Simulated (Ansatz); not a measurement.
Input file:

```yaml
crystal:
  periodic: [false, false, false]
  atoms:
    - {symbol: N, position_ang: [0.000000, 0.000000, 0.000000]}
    - {symbol: H, position_ang: [0.000000, 0.000000, 0.916000]}
basis:
  gaussian: {orbitals: aug-cc-pVTZ}
correlation: {method: sc_nevpt2, electrons: outside_noble_gas, active_space: {window: {electrons: 2, orbitals: 2}}}
```

```sh
$ ansatz run in.yaml --threads 5 --pin off --events-out ev --progress --plain --max-ram 130560MiB --backend cuda --devices 0, --max-vram 75GiB
```

Output:

```
395 factors; integrals over basis functions are off by at most 1.1e-3 eV
mean field evaluation 1: about -1492.7396 eV, gradient 1.0e1 eV
mean field evaluation 2: about -1492.7397 eV, gradient 1.0e1 eV
mean field evaluation 4: about -1492.9954 eV, gradient 6.5e-1 eV
mean field evaluation 8: about -1492.9970 eV, gradient 2.4e-4 eV
mean field evaluation 16: about -1492.9970 eV, gradient 2.8e-4 eV
mean field -1492.99698448 eV, -54.8666271899 hartree, gradient 1.3e-6 eV, S^2 0.000000; 2 other end points of the search recorded, 0 dependent functions left out; unrestricted orbitals would lower it
reference -1492.99698448 eV, -54.8666271899 hartree; 4, 4 occupied and 65, 65 virtual orbitals, 395 factors
state -1493.91303515 eV, -54.9002914312 hartree
state -1493.91303515 eV, -54.9002914312 hartree; corrected -1498.06647084 eV, -55.0529273776 hartree
state -1493.61693394 eV, -54.8894099123 hartree
state -1493.61693394 eV, -54.8894099123 hartree; corrected -1497.41975357 eV, -55.0291609560 hartree
state -1493.91303515 eV, -54.9002914312 hartree; corrected -1498.06647084 eV, -55.0529273776 hartree
the orbitals are reached from a further start. From the first start the search ends at -1493.61665015 eV, -54.8893994833 hartree
Total energy: -1498.06647084 eV, -55.0529273776 hartree
```

For the same geometry and basis full CI lies 539.6 meV lower.

Ran on 5 threads of AMD EPYC 7R13 with a whole H100 80 GB, shared host: 2.4 s wall, 0.79 GiB peak host memory.
